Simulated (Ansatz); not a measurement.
System: CH2F2, net charge 1, doublet state. 
Geometry from a B3LYP-D3(BJ)/def2-TZVP (Ansatz, a first-principles code) optimisation:
```xyz
5

F     -1.0755    -0.3143    -0.0099
C     -0.0155     0.4032     0.0388
F      1.0963    -0.2277    -0.0422
H     -0.0320     1.1514     0.9388
H     -0.0626     1.3080    -0.7024
```
Charge +1, spin multiplicity 2.

Basis-set convergence of Hartree-Fock and MP2 correlation energies (hartree) with Ansatz. Valence correlation only, unless marked. Open shells are spin-unrestricted. No spin-orbit coupling. No relativistic terms.

```csv
basis,functions,E(HF),"E(corr, MP2)"
cc-pVDZ,-,-237.45716,-0.51002
cc-pVTZ,118,(withheld),(withheld)
```

Q: Some entries are withheld; supply them.

A: 
- cc-pVTZ, E(HF): -237.54106
- cc-pVTZ, E(corr, MP2): -0.65946
